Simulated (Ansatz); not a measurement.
## HGeC⁺, triplet: reading a ladder of total energies

Geometry: that of the HGeC, quartet, kept fixed.

```yaml
atoms:
  - { symbol: Ge, position_ang: [0.0000, -0.0306, 0.2699] }
  - { symbol: C, position_ang: [0.0000, 0.0546, -1.6749] }
  - { symbol: H, position_ang: [0.0000, 1.5546, 0.5098] }
```

Basis cc-pVDZ; Ansatz 0.2.0. Only valence electrons are correlated (noble-gas cores and the filled d shells of p-block atoms frozen), which leaves 8 electrons in 31 orbitals. Prefix R: restricted or restricted open-shell reference; prefix U: unrestricted. No spin–orbit coupling is included, and no scalar relativity.

Full CI isn't at hand for all of this; UCCSDTQ serves as the reference, and is uncertain by about the last step of the cluster series.

The cluster runs stand on a determinant 0.26 eV above the lowest UHF solution, chosen by trial CCSD; the correlation energy below is counted from it.

Runs differ by some tens of microhartree through their thresholds and, for an open shell, their frozen cores, so steps under 0.03 kcal/mol mean nothing.

```
                                 level  total energy (hartree)
UHF determinant under the cluster runs            -2113.301789
                                  UMP2            -2113.433238
                                 UCCSD            -2113.476906
                              UCCSD(T)            -2113.486241
                                UCCSDT            -2113.489032
                             UCCSDT(Q)            -2113.490001
                               UCCSDTQ            -2113.489856
```

**Question.** What is the correlation energy at UCCSDTQ, and what share of it do UMP2 and UCCSD(T) recover?

**Answer.** E(corr) = -2113.489856 − (-2113.301789) = -0.188067 hartree = -5.118 eV. UMP2: -0.131449 / -0.188067 = 69.89 %. UCCSD(T): -0.184452 / -0.188067 = 98.08 %.

**Question.** By how many kcal/mol does UCCSD(T) miss UCCSDTQ (1 hartree = 627.509 kcal/mol), and which steps make up the rest?

**Answer.** -2113.486241 − (-2113.489856) = 0.003615 hartree = 2.27 kcal/mol. Steps: UCCSDT − UCCSD(T) = -1.75, UCCSDT(Q) − UCCSDT = -0.61, UCCSDTQ − UCCSDT(Q) = 0.09 kcal/mol. Differences between like states or geometries often cancel part of this.
